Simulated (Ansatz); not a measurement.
Take Pt in the fcc (Cu type) structure (space group Fm-3m, No. 225; a = 3.918 Å) as the base.

The values are results of PBEsol (Ansatz, a program for electronic structure, PAW, no spin-orbit coupling), not measurements.

Modification: Ag takes the place of Pt on all its sites, then cell and atoms are relaxed.

Measured lattice parameter a: Pt 3.913 Å (static lattice; corrected from measurement; as listed in Daniel Mejia-Rodriguez, S. B. Trickey, Phys. Rev. B (2018)); Ag 4.062 Å (static lattice; corrected from measurement; as listed in Daniel Mejia-Rodriguez, S. B. Trickey, Phys. Rev. B (2018)).

Q: How well does PBEsol reproduce the measured shift?

A: With PBEsol the lattice parameter a moves by +0.136 Å (3.918 → 4.054) against +0.149 Å measured.

No phonon test of stability was made. All final runs are without spin polarisation.
